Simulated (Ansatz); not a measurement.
A nudged elastic band was laid between two geometries of CH$_{7}$BS (10 atoms, charge 0, multiplicity 1).

These are results of RKS PBE/def2-SVP (Ansatz), not measurements.

| Item | Value |
| --- | --- |
| movable images | 7 |
| climbing image | yes |
| spring | 5.0 eV/Å² |
| optimiser | quadratic models (default) |
| start path | through a guess of the saddle point |
| force threshold | 0.05 eV/Å |
| iteration limit | 60 |
| end points | relaxed |

Initial state:

```xyz
10
Properties=species:S:1:pos:R:3
B 0.153 0.014 0.180
H 0.234 -0.656 1.205
C 1.431 0.015 -0.798
H 1.493 -0.999 -1.251
H 1.369 0.727 -1.648
H 2.403 0.179 -0.284
H -0.947 -0.041 -0.372
S -0.011 1.947 0.866
H 1.040 2.074 1.733
H -0.900 1.806 1.891
```

Final state:

```xyz
10
Properties=species:S:1:pos:R:3
B 0.119 0.848 -0.751
H -0.320 -0.450 3.483
C 1.481 0.111 -0.988
H 1.325 -0.987 -0.904
H 1.812 0.272 -2.038
H 2.309 0.401 -0.309
H -0.860 0.612 -1.436
S -0.207 2.091 0.499
H 1.030 2.139 1.077
H -0.424 0.028 2.888
```

Question: Which bonds break or form, and what moves?

Answer: Bonds broken: B1–H2, S8–H10. Bonds formed: H2–H10. CH7BS becomes CH5BS + H2.

Question: What energy profile does the band end with?

Answer: The run converged. The highest image is number 2 of 0 to 8, 0.41 eV above the first end and 0.85 eV above the last; the last end lies 0.44 eV below the first. A vibrational analysis at the climbing image gives one clearly imaginary mode, 425i cm⁻¹: a first-order saddle point. The orbitals stay closed-shell, which can raise the energy where a bond breaks towards radicals; this wasn't checked here.

```tsv
image	path coordinate (Å)	energy (eV)	B1–H2 (Å)	S8–H10 (Å)	H2–H10 (Å)
0	0.00	0.00	1.23	1.36	2.80
1	0.95	0.15	1.23	1.36	2.15
2	1.89	0.41	1.29	1.56	1.20
3	2.64	0.07	1.77	2.27	0.80
4	3.39	-0.28	2.48	2.73	0.77
5	4.14	-0.41	3.15	3.11	0.77
6	4.88	-0.43	3.71	3.27	0.77
7	5.63	-0.44	4.11	3.20	0.77
8	6.38	-0.44	4.45	3.16	0.77
```

Question: What is the geometry of the highest image?

Answer: 
```xyz
10
Properties=species:S:1:pos:R:3
B 0.014 0.233 0.134
H -0.029 -0.471 1.214
C 1.382 0.055 -0.655
H 1.468 -0.983 -1.041
H 1.422 0.735 -1.533
H 2.286 0.248 -0.039
H -1.081 0.105 -0.384
S -0.189 2.148 0.978
H 1.119 2.314 1.332
H -0.126 0.683 1.516
```

Question: What are the harmonic wavenumbers there?

Answer: 425i, 215, 230, 305, 523, 615, 666, 805, 919, 948, 985, 1071, 1110, 1240, 1276, 1394, 1396, 1634, 2165, 2536, 2596, 2962, 3046, 3053 cm⁻¹.

Run time: 3.8 min on 1 thread of Arm Neoverse V2, with other jobs on the host, peak memory 0.12 GiB.
